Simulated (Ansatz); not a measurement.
# AlNH₅+: one structure at several levels

An exercise on one series of results from a longer session: the logs are not shown, and one member is left open.

Program: Ansatz 0.2.0, Gaussian basis. Level of theory: single points in def2-TZVPP. These are calculated values, not measurements.

Correlated methods freeze the cores.

## Starting geometry

SMILES `[NH3+][AlH2]`, 7 atoms, charge 1, spin multiplicity 1.

Atoms are counted from 1 here; the program's logs count them from 0.

Bond lengths: N1–Al2 1.917 Å, N1–H3 1.116 Å, N1–H4 1.232 Å, N1–H5 0.864 Å, Al2–H6 1.394 Å, Al2–H7 1.533 Å. Angles: Al2–N1–H3 120.9°, Al2–N1–H4 119.7°, Al2–N1–H5 131.9°, H3–N1–H4 90.6°, H3–N1–H5 102.3°, H4–N1–H5 76.5°, N1–Al2–H6 112.5°, N1–Al2–H7 109.8°, H6–Al2–H7 133.8°.

As a file:

```xyz
7

N    -0.1404   -0.7211   -0.0549
Al    0.2717    1.1314    0.2148
H     0.4908   -1.3569   -0.7195
H    -1.1478   -1.0350   -0.6899
H    -0.5233   -1.3073    0.4518
H    -0.5376    1.7234    1.1826
H     1.6727    1.4357   -0.3290
```

Set-up of the first run:

Input file run/in.yaml:

```yaml
crystal:
  periodic: [false, false, false]
  atoms:
    - {symbol: N, position_ang: [-0.140400, -0.721100, -0.054900]}
    - {symbol: Al, position_ang: [0.271700, 1.131400, 0.214800]}
    - {symbol: H, position_ang: [0.490800, -1.356900, -0.719500]}
    - {symbol: H, position_ang: [-1.147800, -1.035000, -0.689900]}
    - {symbol: H, position_ang: [-0.523300, -1.307300, 0.451800]}
    - {symbol: H, position_ang: [-0.537600, 1.723400, 1.182600]}
    - {symbol: H, position_ang: [1.672700, 1.435700, -0.329000]}
basis:
  gaussian: {orbitals: def2-TZVPP}
total_charge: 1
correlation: {method: ccsd_t}
output: {forces: true}
```

The command line of these runs was not kept.

Among the steps run: CCSD(T)/def2-TZVPP; PBE0-D4/def2-TZVPP; wB97M-V/def2-TZVPP; r2SCAN-D4/def2-TZVPP; PBE-D4/def2-TZVPP; HSE06-D4/def2-TZVPP; CAM-B3LYP-D4/def2-TZVPP.

One of the session's tables, all rows but one given; the rest of the session is left out.

```
      method  RMS force component (eV/Å)  angle to CCSD(T) forces (°)
     CCSD(T)                       3.987                    reference
     PBE0-D4                           ?                            ?
     wB97M-V                       3.973                          1.0
   r2SCAN-D4                       3.968                          0.7
      PBE-D4                       3.992                          2.4
    HSE06-D4                       4.012                          0.8
CAM-B3LYP-D4                       3.978                          1.1
```

**Question.** Estimate the row for PBE0-D4.

The run gave: RMS force component (eV/Å): 4.012; angle to CCSD(T) forces (°): 0.9.
